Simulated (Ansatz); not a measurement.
A ladder of methods for SO2 (sulfur dioxide)

SO2 has 3 atoms, charge 0, and is taken as a singlet. SMILES: `O=S=O`. Geometry: optimised at B3LYP/def2-SVP.

```xyz
3

O    -0.9956    0.6579   -0.4697
S     0.2772    0.3675    0.1921
O     0.7184   -1.0254    0.2776
```

Each level gives the dissociation energy of the S2–O1 bond into singlet SO and triplet O (shapes relaxed at B3LYP/def2-SVP, no zero-point term) (eV). The values are calculated.

```csv
level,kind,program,value (eV),less CCSD(T)/def2-TZVPP,CPU time (all runs)
HF/def2-TZVPP,Hartree–Fock,Ansatz,3.95,-2.40,1.1 s
SVWN5/def2-TZVPP,LDA,Ansatz,8.38,+2.03,1.5 s
PBE/def2-TZVPP,GGA,Ansatz,7.24,+0.89,2.6 s
r2SCAN/def2-TZVPP,meta-GGA,Ansatz,7.03,+0.68,5.9 s
PBE0-D4/def2-TZVPP,global hybrid,Ansatz,6.75,+0.40,2.1 s
wB97M-V/def2-TZVPP,range-separated hybrid,Ansatz,6.67,+0.32,7.6 s
B2PLYP/def2-TZVPP,double hybrid,Ansatz,6.68,+0.33,3.8 s
MP2/def2-TZVPP,perturbation theory,Ansatz,7.04,+0.69,2.4 s
CCSD(T)/def2-TZVPP,coupled cluster or CI,Ansatz,6.35,0.00,5.5 s
```

CCSD(T)/def2-TZVPP is the highest level here, not the true value. The values span 3.95 to 8.38 eV. Hartree–Fock misses the correlation of the electron pair that is broken and comes out low. A fragment with an even electron count was run as a singlet and may have a lower triplet. Measured bond enthalpies also hold zero-point and thermal terms, a few tenths of an eV less. CPU times are rough (shared hosts, several kinds of processor): they show what a rung costs within a factor of a few.
